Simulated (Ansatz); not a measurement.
Geometry optimisation, UKS B3LYP-D4/def2-SVP (Ansatz).

Input file:

```yaml
crystal:
  periodic: [false, false, false]
  atoms:
    - { symbol: B, position_ang: [0.2844, -1.1647, 0.1979] }
    - { symbol: C, position_ang: [-0.2809, 0.3258, -0.2032] }
    - { symbol: H, position_ang: [1.1543, -1.2447, 0.8612] }
    - { symbol: H, position_ang: [-1.0999, 0.2522, -0.853] }
    - { symbol: H, position_ang: [0.5238, 0.8632, -0.7669] }
    - { symbol: H, position_ang: [-0.5396, 0.9041, 0.7178] }
magnetization:
  spin_polarized: true
  initial_magnetization: 1
basis:
  gaussian: { orbitals: def2-SVP }
hamiltonian:
  xc: b3lyp
  dispersion: d4
relax:
  f_tol: 0.015
  max_steps: 40
```

Run as:

```bash
$ ansatz run input.yaml --threads 1 --pin off --max-ram 2048MiB --backend cpu --events-out ev --progress --plain --runs-dir out
```

Q: Where does it end, and by what steps?

A: The forces met the threshold. The force dipped under the threshold on the way, but the program's further checks kept it going. After 9 steps the energy has fallen by 0.391 eV; B1 moved furthest, 0.13 Å.

```
step  energy less start (eV)  largest force component (eV/Å)  accepted
   0                  0.0000                           2.930       yes
   1                 -0.3559                           0.898       yes
   2                 -0.3869                           0.284       yes
   3                 -0.3899                           0.026       yes
   4                 -0.3900                           0.015       yes
   5                 -0.3902                           0.014       yes
   6                 -0.3904                           0.046       yes
   7                 -0.3906                           0.034       yes
   8                 -0.3906                           0.072        no
   9                 -0.3910                           0.011       yes
```

```xyz
6
Properties=species:S:1:pos:R:3
B 0.338 -1.071 0.125
C -0.291 0.300 -0.209
H 1.173 -1.325 0.960
H -1.176 0.279 -0.862
H 0.507 0.851 -0.753
H -0.509 0.903 0.693
```

Whether the end is a true minimum wasn't checked by a vibrational analysis.

The run took 19 s on 1 thread of Intel(R) Xeon(R) Platinum 8375C CPU @ 2.90GHz (Ice Lake), on a shared host, peak memory 0.13 GiB.
